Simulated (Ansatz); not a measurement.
**Molecular dynamics, step by step**

C2H2Al (SMILES [C]#[C][AlH2]), doublet, PBE0-D4/def2-SVP (Ansatz 0.2.0). Settings (timestep in fs, temperature in K, friction in 1/fs; T counts 15 degrees of freedom, while the starting velocities carry no drift of the centre of mass, so T starts below the set value):

```yaml
hamiltonian: {xc: pbe0, dispersion: d4}
md: {n_steps: 40, timestep: 0.5, temperature: 100, ensemble: nvt_langevin, seed: 43, friction: 0.01, initial_velocities: maxwell_boltzmann}
```

Start (the SMILES describes the start alone):

C1  (0.950, -1.113, 1.984)
C2  (0.475, -0.585, 1.003)
Al3  (-0.266, 0.313, -0.558)
H4  (-1.191, -0.416, -1.564)
H5  (0.031, 1.802, -0.864)
(Å)

```json
{"step": "0", "time (fs)": "0.00", "potential energy less the start (meV)": "0.0", "kinetic energy (meV)": "51.7", "T (K)": "80"}
{"step": "2", "time (fs)": "1.00", "potential energy less the start (meV)": "5.1", "kinetic energy (meV)": "45.9", "T (K)": "71"}
{"step": "4", "time (fs)": "2.00", "potential energy less the start (meV)": "0.0", "kinetic energy (meV)": "53.3", "T (K)": "82"}
{"step": "6", "time (fs)": "3.00", "potential energy less the start (meV)": "-12.3", "kinetic energy (meV)": "72.6", "T (K)": "112"}
{"step": "8", "time (fs)": "4.00", "potential energy less the start (meV)": "-24.3", "kinetic energy (meV)": "72.6", "T (K)": "112"}
{"step": "10", "time (fs)": "5.00", "potential energy less the start (meV)": "-28.8", "kinetic energy (meV)": "76.3", "T (K)": "118"}
{"step": "12", "time (fs)": "6.00", "potential energy less the start (meV)": "-25.6", "kinetic energy (meV)": "78.2", "T (K)": "121"}
{"step": "14", "time (fs)": "7.00", "potential energy less the start (meV)": "-16.9", "kinetic energy (meV)": "68.6", "T (K)": "106"}
{"step": "16", "time (fs)": "8.00", "potential energy less the start (meV)": "-10.1", "kinetic energy (meV)": "53.0", "T (K)": "82"}
{"step": "18", "time (fs)": "9.00", "potential energy less the start (meV)": "-11.2", "kinetic energy (meV)": "54.4", "T (K)": "84"}
{"step": "20", "time (fs)": "10.00", "potential energy less the start (meV)": "-19.7", "kinetic energy (meV)": "56.1", "T (K)": "87"}
{"step": "22", "time (fs)": "11.00", "potential energy less the start (meV)": "-32.3", "kinetic energy (meV)": "73.3", "T (K)": "113"}
{"step": "24", "time (fs)": "12.00", "potential energy less the start (meV)": "-43.4", "kinetic energy (meV)": "77.0", "T (K)": "119"}
{"step": "26", "time (fs)": "13.00", "potential energy less the start (meV)": "-48.4", "kinetic energy (meV)": "79.5", "T (K)": "123"}
{"step": "28", "time (fs)": "14.00", "potential energy less the start (meV)": "-46.9", "kinetic energy (meV)": "74.0", "T (K)": "114"}
{"step": "30", "time (fs)": "15.00", "potential energy less the start (meV)": "-41.5", "kinetic energy (meV)": "73.5", "T (K)": "114"}
{"step": "32", "time (fs)": "16.00", "potential energy less the start (meV)": "-35.6", "kinetic energy (meV)": "65.6", "T (K)": "101"}
{"step": "34", "time (fs)": "17.00", "potential energy less the start (meV)": "-30.8", "kinetic energy (meV)": "66.8", "T (K)": "103"}
{"step": "36", "time (fs)": "18.00", "potential energy less the start (meV)": "-25.6", "kinetic energy (meV)": "66.3", "T (K)": "103"}
{"step": "38", "time (fs)": "19.00", "potential energy less the start (meV)": "-19.0", "kinetic energy (meV)": "64.9", "T (K)": "100"}
{"step": "40", "time (fs)": "20.00", "potential energy less the start (meV)": "-14.7", "kinetic energy (meV)": "56.7", "T (K)": "88"}
```

Step 16, positions (Å) and forces (eV/Å):

```csv
atom,x,y,z,Fx,Fy,Fz
C1,0.969,-1.121,1.989,-0.862,0.850,-1.604
C2,0.442,-0.585,0.987,0.821,-0.952,1.643
Al3,-0.260,0.307,-0.546,-0.078,0.496,-0.606
H4,-1.230,-0.380,-1.632,0.198,-0.029,0.392
H5,0.192,1.833,-0.816,-0.080,-0.365,0.175
```

Step 18, positions (Å) and forces (eV/Å):

```csv
atom,x,y,z,Fx,Fy,Fz
C1,0.969,-1.121,1.986,-0.784,0.759,-1.439
C2,0.439,-0.587,0.988,0.754,-0.878,1.503
Al3,-0.260,0.306,-0.545,-0.051,0.597,-0.640
H4,-1.235,-0.385,-1.628,0.222,0.011,0.406
H5,0.213,1.840,-0.806,-0.140,-0.489,0.170
```

Step 28, positions (Å) and forces (eV/Å):

```tsv
atom	x	y	z	Fx	Fy	Fz
C1	0.965	-1.118	1.967	0.506	-0.540	0.987
C2	0.432	-0.611	0.997	-0.580	0.495	-1.015
Al3	-0.257	0.305	-0.541	0.330	0.313	0.041
H4	-1.219	-0.416	-1.557	-0.094	-0.067	-0.005
H5	0.290	1.797	-0.741	-0.163	-0.202	-0.009
```

Last step (40):

```xyz
5
angstrom
C 0.9705 -1.1296 1.9703
C 0.4108 -0.6328 0.9876
Al -0.2501 0.3091 -0.5391
H -1.2175 -0.4806 -1.4724
H 0.3287 1.7189 -0.6715
```

The run took about 38 s on 2 CPU threads of an Arm Neoverse V2 (shared host).
